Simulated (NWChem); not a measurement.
# triplet C5H10 at 6 levels

We compute a comparison of 6 runs (UM06-2X/6-31G*, UB3LYP/6-31G*, UBHLYP/6-31G*, UCAM-B3LYP/6-31G*, UM06-L/6-31G*, UPBE0/6-31G*) of triplet C5H10. 

The results are computed with NWChem 7.3.0.

## (1) The system as given

The species is C5H10 (15 atoms), meant as a triplet with charge 0. As SMILES of the parent species, `C=CCCC`. Geometry: relaxed at PBE0-D4/def2-TZVP. This is one conformer, not always the lowest. That shape belongs to the parent species and isn't relaxed for this state.

Bond lengths: C1–C2 1.326 Å, C2–C3 1.492 Å, C3–C4 1.529 Å, C4–C5 1.519 Å, C1–H6 1.084 Å, C1–H7 1.086 Å, C2–H8 1.090 Å, C3–H9 1.097 Å, C3–H10 1.095 Å, C4–H11 1.095 Å, C4–H12 1.096 Å, C5–H13 1.094 Å, C5–H14 1.092 Å, C5–H15 1.092 Å. Some angles: C1–C2–C3 125.5°, C2–C3–C4 113.0°, C3–C4–C5 113.2°, C1–C2–H8 118.8°, C3–C2–H8 115.7°, C2–C1–H6 121.7°, C2–C1–H7 121.3°, C2–C3–H9 108.9°, C2–C3–H10 109.6°, C4–C3–H9 108.6°.

## (2) The energy at UM06-2X/6-31G(d) (spherical functions) (run 1)

The input, run.py:

```python
from ase import Atoms
from ase.calculators.nwchem import NWChem

system = Atoms(['C', 'C', 'C', 'C', 'C', 'H', 'H', 'H', 'H', 'H', 'H', 'H', 'H', 'H', 'H'], positions=[
    [-0.465800, 1.494900, 1.641300],
    [-0.106700, 0.249500, 1.363600],
    [0.933300, -0.151100, 0.371600],
    [0.382800, -1.036500, -0.747200],
    [-0.616700, -0.321100, -1.638900],
    [-1.232300, 1.716600, 2.374900],
    [0.000400, 2.340800, 1.144800],
    [-0.605200, -0.569000, 1.882700],
    [1.728400, -0.698400, 0.892300],
    [1.394800, 0.744600, -0.058300],
    [1.219900, -1.402800, -1.349900],
    [-0.084500, -1.923400, -0.303900],
    [-0.157700, 0.545800, -2.123100],
    [-1.472200, 0.041100, -1.064100],
    [-0.992400, -0.981000, -2.424100],
])

calc = NWChem(
    label='work',
    theory='dft',
    memory='2200 mb',
    basis='6-31G*',
    basispar='spherical bse',
    dft={'xc': 'm06-2x', 'mult': '3', 'grid': 'fine', 'convergence': 'energy 1e-08', 'iterations': '100', 'mulliken': None, 'print': 'low'},
    task='energy',
)
system.calc = calc

e = system.get_potential_energy()
print(f"E = {e:.6f} eV")
```

Launch:

```bash
$ export ASE_NWCHEM_COMMAND="nwchem PREFIX.nwi > PREFIX.nwo"
$ python run.py
```

Log:

```text
E = -5340.135215 eV
```

The calculator wrote work.nwi:

```
title "work"

permanent_dir work

scratch_dir work

start work

geometry units angstrom nocenter noautosym noautoz
  C  -4.6579999999999999e-01 1.4948999999999999e+00 1.6413000000000000e+00
  C  -1.0670000000000000e-01 2.4950000000000000e-01 1.3635999999999999e+00
  C  9.3330000000000002e-01 -1.5110000000000001e-01 3.7159999999999999e-01
  C  3.8279999999999997e-01 -1.0365000000000000e+00 -7.4719999999999998e-01
  C  -6.1670000000000003e-01 -3.2110000000000000e-01 -1.6389000000000000e+00
  H  -1.2323000000000000e+00 1.7165999999999999e+00 2.3748999999999998e+00
  H  4.0000000000000002e-04 2.3408000000000002e+00 1.1448000000000000e+00
  H  -6.0519999999999996e-01 -5.6899999999999995e-01 1.8827000000000000e+00
  H  1.7283999999999999e+00 -6.9840000000000002e-01 8.9229999999999998e-01
  H  1.3948000000000000e+00 7.4460000000000004e-01 -5.8299999999999998e-02
  H  1.2199000000000000e+00 -1.4028000000000000e+00 -1.3499000000000001e+00
  H  -8.4500000000000006e-02 -1.9234000000000000e+00 -3.0390000000000000e-01
  H  -1.5770000000000001e-01 5.4579999999999995e-01 -2.1231000000000000e+00
  H  -1.4722000000000000e+00 4.1099999999999998e-02 -1.0641000000000000e+00
  H  -9.9239999999999995e-01 -9.8099999999999998e-01 -2.4241000000000001e+00
end

memory 2200 mb

basis spherical bse noprint
   * library 6-31G*
end

dft
  xc m06-2x
  mult 3
  grid fine
  convergence energy 1e-08
  iterations 100
  mulliken
  print low
end

task dft energy
```

work.nwo:

```text
Northwest Computational Chemistry Package (NWChem) 7.3.0
             --------------------------------------------------------

           Job information
           ---------------

    nwchem branch   = 7.3.0
    use scalapack   = T
    input           = work.nwi
    prefix          = work.
    data base       = work/work.db
    status          = startup
    nproc           =        1

           Memory information
           ------------------

    heap     =     72089596 doubles =      550.0 Mbytes
    stack    =     72089601 doubles =      550.0 Mbytes
    global   =    144179200 doubles =     1100.0 Mbytes (distinct from heap & stack)
    total    =    288358397 doubles =     2200.0 Mbytes
    verify   = yes
    hardfail = no

[... 36 lines left out ...]
            Nuclear Dipole moment (a.u.)
[... 99 lines left out ...]
   convergence    iter        energy       DeltaE   RMS-Dens  Diis-err    time
[... 13 lines left out ...]
         Total DFT energy =     -196.246351059408
      One electron energy =     -606.970570862531
           Coulomb energy =      267.455548674306
    Exchange-Corr. energy =      -30.842872049289
 Nuclear repulsion energy =      174.111543178107
[... 41 lines left out ...]
     ------------------------------------------
      Spin Density - Lowdin Population Analysis
     ------------------------------------------

    Atom       Charge   Shell Charges
 -----------   ------   -------------------------------------------------------
    1 C    6     1.06   0.00  0.02  0.59  0.01  0.43  0.02
    2 C    6     0.97   0.00  0.02  0.57  0.01  0.35  0.02
    3 C    6    -0.02  -0.00 -0.00 -0.02 -0.00 -0.01  0.02
[... 11 lines of this table left out ...]
   15 H    1    -0.00  -0.00 -0.00

     --------------------------
     Expectation value of S2:
     --------------------------
      <S2> =      2.0086 (Exact =     2.0000)

 Task  times  cpu:       32.6s     wall:       32.6s
 Total times  cpu:       32.6s     wall:       32.6s
```

Run time: 34 s. Hardware: 1 thread of AMD EPYC 9R45 (Zen 5), shared host; peak memory 0.12 GiB.

## (3) A single-point energy at UB3LYP/6-31G(d) (spherical functions) (run 2)

The input, c5h10.xyz:

```xyz
15

C     -0.465800     1.494900     1.641300
C     -0.106700     0.249500     1.363600
C      0.933300    -0.151100     0.371600
C      0.382800    -1.036500    -0.747200
C     -0.616700    -0.321100    -1.638900
H     -1.232300     1.716600     2.374900
H      0.000400     2.340800     1.144800
H     -0.605200    -0.569000     1.882700
H      1.728400    -0.698400     0.892300
H      1.394800     0.744600    -0.058300
H      1.219900    -1.402800    -1.349900
H     -0.084500    -1.923400    -0.303900
H     -0.157700     0.545800    -2.123100
H     -1.472200     0.041100    -1.064100
H     -0.992400    -0.981000    -2.424100
```

The input, c5h10.nw:

```
START c5h10
memory 2200 mb
GEOMETRY units angstrom noautosym nocenter noautoz
load c5h10.xyz
END
BASIS spherical bse
* library 6-31G*
END
DFT
xc b3lyp
mult 3
grid fine
convergence energy 1e-08
iterations 100
mulliken
print medium
END
TASK dft
```

Launch:

```bash
$ nwchem c5h10.nw > c5h10.out
```

Log:

```text
[...]
          Wavefunction type:  spin polarized.
          No. of atoms     :    15
          No. of electrons :    40
[...]
          Charge           :     0
          Spin multiplicity:     3
[...]
          AO basis - number of functions:    90
[...]
              XC Information
              --------------
                         B3LYP Method XC Potential
                     Hartree-Fock (Exact) Exchange  0.200
                        Slater Exchange Functional  0.800 local
                    Becke 1988 Exchange Functional  0.720 non-local
              Lee-Yang-Parr Correlation Functional  0.810
                  VWN I RPA Correlation Functional  0.190 local
[...]
 d= 0,ls=0.0,diis     1   -196.3031045936 -3.70D+02  4.49D-03  9.85D-02     2.8
[...]
 d= 0,ls=0.0,diis     8   -196.3631869319 -6.91D-09  4.90D-06  3.26D-07    20.0
[...]
         Total DFT energy =     -196.363186931889
      One electron energy =     -607.178418781228
           Coulomb energy =      267.687226321985
    Exchange-Corr. energy =      -30.983537650753
 Nuclear repulsion energy =      174.111543178107
[...]
      Total Density - Mulliken Population Analysis
     ---------------------------------------------
    Atom       Charge   Shell Charges
 -----------   ------   -------------------------------------------------------
    1 C    6     6.33   2.00  0.69  2.07  0.58  0.95  0.03
    2 C    6     6.07   2.00  0.68  2.09  0.49  0.78  0.04
    3 C    6     6.29   2.00  0.67  2.11  0.58  0.89  0.04
    4 C    6     6.24   2.00  0.67  2.10  0.57  0.85  0.04
    5 C    6     6.44   2.00  0.67  2.13  0.62  0.99  0.04
    6 H    1     0.86   0.53  0.33
    7 H    1     0.86   0.53  0.33
    8 H    1     0.88   0.53  0.35
    9 H    1     0.86   0.53  0.33
   10 H    1     0.87   0.53  0.34
[...]
      <S2> =      2.0065 (Exact =     2.0000)
[...]
```

It took 21 s on 1 thread of AMD EPYC 9R45 (Zen 5), shared host; peak memory 0.12 GiB.

Run 3 isn't shown in full; the table further down has it.

## (4) A single-point energy at UCAM-B3LYP/6-31G(d) (spherical functions) (run 4)

The input, c5h10.nw:

```
start c5h10
memory stack 880 mb heap 220 mb global 1100 mb

geometry units bohr noautosym nocenter noautoz
   C     -0.88023443     2.82495158     3.10160749
   C     -0.20163378     0.47148667     2.57683054
   C      1.76368139    -0.28553762     0.70222223
   C      0.72338716    -1.95870113    -1.41200336
   C     -1.16539410    -0.60679106    -3.09707215
   H     -2.32870950     3.24390387     4.48791057
   H      0.00075589     4.42347091     2.16335847
   H     -1.14366225    -1.07525416     3.55778737
   H      3.26620263    -1.31978473     1.68620262
   H      2.63579000     1.40709007    -0.11017103
   H      2.30527690    -2.65090781    -2.55094130
   H     -0.15968186    -3.63469923    -0.57428777
   H     -0.29800981     1.03141252    -4.01207754
   H     -2.78205480     0.07766774    -2.01085757
   H     -1.87536421    -1.85382133    -4.58088510
end

basis spherical bse
   * library 6-31G*
end

dft
   xc xcamb88 1.00 lyp 0.81 vwn_5 0.19 hfexch 1.00
   cam 0.33 cam_alpha 0.19 cam_beta 0.46
   mult 3
   grid fine
   convergence energy 1e-08
   direct
   iterations 100
   mulliken
   noprint "final vectors analysis"
end

task dft energy
```

Launch:

```bash
$ nwchem c5h10.nw > c5h10.out
```

Log:

```text
[...]
          Wavefunction type:  spin polarized.
          No. of atoms     :    15
          No. of electrons :    40
[...]
          Charge           :     0
          Spin multiplicity:     3
[...]
          AO basis - number of functions:    90
[...]
              XC Information
              --------------
                     Hartree-Fock (Exact) Exchange  1.000
                   CAM-Becke88 Exchange Functional  1.000
                      VWN V Correlation Functional  0.190 local
              Lee-Yang-Parr Correlation Functional  0.810
[...]
 d= 0,ls=0.0,diis     1   -196.1698782578 -3.70D+02  4.25D-03  9.70D-02     5.2
[...]
 d= 0,ls=0.0,diis    11   -196.2338723984 -1.96D-09  3.32D-07  6.76D-11    57.7
[...]
         Total DFT energy =     -196.233872398427
      One electron energy =     -607.153144131863
           Coulomb energy =      267.649689708191
    Exchange-Corr. energy =      -30.841948644897
 Nuclear repulsion energy =      174.111530670141
[...]
      Total Density - Mulliken Population Analysis
     ---------------------------------------------
    Atom       Charge   Shell Charges
 -----------   ------   -------------------------------------------------------
    1 C    6     6.33   2.00  0.68  2.08  0.58  0.96  0.03
    2 C    6     6.08   2.00  0.67  2.09  0.49  0.79  0.04
    3 C    6     6.29   2.00  0.66  2.12  0.57  0.90  0.04
    4 C    6     6.24   2.00  0.66  2.11  0.57  0.86  0.04
    5 C    6     6.44   2.00  0.66  2.14  0.61  1.00  0.04
    6 H    1     0.85   0.52  0.34
    7 H    1     0.86   0.52  0.34
    8 H    1     0.88   0.52  0.35
    9 H    1     0.85   0.52  0.33
   10 H    1     0.87   0.52  0.34
[...]
      <S2> =      2.0068 (Exact =     2.0000)
[...]
```

Run time: 59 s. Hardware: 1 thread of AMD EPYC 9R45 (Zen 5), shared host; peak memory 0.12 GiB.

Run 5 isn't shown in full; the table further down has it.

## (5) A single-point energy at UPBE0/6-31G(d) (spherical functions) (run 6)

The input, c5h10.nw:

```
start c5h10
title "C5H10"
memory stack 880 mb heap 220 mb global 1100 mb
charge 0
geometry noautosym nocenter noautoz
   C       -0.465800       1.494900       1.641300
   C       -0.106700       0.249500       1.363600
   C        0.933300      -0.151100       0.371600
   C        0.382800      -1.036500      -0.747200
   C       -0.616700      -0.321100      -1.638900
   H       -1.232300       1.716600       2.374900
   H        0.000400       2.340800       1.144800
   H       -0.605200      -0.569000       1.882700
   H        1.728400      -0.698400       0.892300
   H        1.394800       0.744600      -0.058300
   H        1.219900      -1.402800      -1.349900
   H       -0.084500      -1.923400      -0.303900
   H       -0.157700       0.545800      -2.123100
   H       -1.472200       0.041100      -1.064100
   H       -0.992400      -0.981000      -2.424100
end
basis spherical bse
   * library 6-31G*
end
dft
   xc pbe0
   mult 3
   grid fine
   convergence energy 1e-08
   maxiter 100
   mulliken
end
task dft energy
```

Launch:

```bash
$ nwchem c5h10.nw > c5h10.out
```

Log:

```text
[...]
          Wavefunction type:  spin polarized.
          No. of atoms     :    15
          No. of electrons :    40
[...]
          Charge           :     0
          Spin multiplicity:     3
[...]
          AO basis - number of functions:    90
[...]
              XC Information
              --------------
                         PBE0 Method XC Functional
                     Hartree-Fock (Exact) Exchange  0.250
          PerdewBurkeErnzerhof Exchange Functional  0.750
            Perdew 1991 LDA Correlation Functional  1.000 local
           PerdewBurkeErnz. Correlation Functional  1.000 non-local
[...]
 d= 0,ls=0.0,diis     1   -196.0638210667 -3.70D+02  4.05D-03  7.84D-02     2.8
[...]
 d= 0,ls=0.0,diis    10   -196.1159591950 -5.16D-09  7.34D-07  1.42D-09    25.8
[...]
         Total DFT energy =     -196.115959195040
      One electron energy =     -607.147854355936
           Coulomb energy =      267.637563958751
    Exchange-Corr. energy =      -30.717211975962
 Nuclear repulsion energy =      174.111543178107
[...]
      Total Density - Mulliken Population Analysis
     ---------------------------------------------
    Atom       Charge   Shell Charges
 -----------   ------   -------------------------------------------------------
    1 C    6     6.38   2.00  0.68  2.06  0.61  1.00  0.03
    2 C    6     6.10   2.00  0.68  2.06  0.50  0.83  0.04
    3 C    6     6.37   2.00  0.66  2.09  0.62  0.95  0.04
    4 C    6     6.31   2.00  0.66  2.08  0.61  0.92  0.04
    5 C    6     6.52   2.00  0.66  2.11  0.67  1.06  0.03
    6 H    1     0.83   0.52  0.31
    7 H    1     0.83   0.52  0.31
    8 H    1     0.84   0.52  0.32
    9 H    1     0.82   0.52  0.30
   10 H    1     0.84   0.52  0.31
[...]
      <S2> =      2.0081 (Exact =     2.0000)
[...]
```

It took 26 s on 1 thread of AMD EPYC 9R45 (Zen 5), shared host; peak memory 0.12 GiB.

## (6) Overview of the runs

```
run                                    level  energy (Eh)   ⟨S²⟩  wall time
  1     UM06-2X/6-31G* (spherical functions)  -196.246351  2.009       34 s
  2      UB3LYP/6-31G* (spherical functions)  -196.363187  2.006       21 s
  3      UBHLYP/6-31G* (spherical functions)  -196.236792  2.009       28 s
  4  UCAM-B3LYP/6-31G* (spherical functions)  -196.233872  2.007       59 s
  5      UM06-L/6-31G* (spherical functions)  -196.325025  2.012       36 s
  6       UPBE0/6-31G* (spherical functions)  -196.115959  2.008       26 s
```

## (7) Results

| quantity | value |
| --- | --- |
| run 6: total energy | -196.11596 Eh |
| run 6: dipole moment | 0.21 D |
| run 6: HOMO energy (highest over α and β) | -2.70 eV |
| run 6: ⟨S²⟩ | 2.008 |

In words: Over runs 2, 3, 4, 5, 6 the dipole moment (its size) runs from 0.16 D (UBHLYP/6-31G*) to 0.22 D (UB3LYP/6-31G*). Totals of different functionals can't be ranked against each other. All runs together took 3.4 min, the longest 59 s.
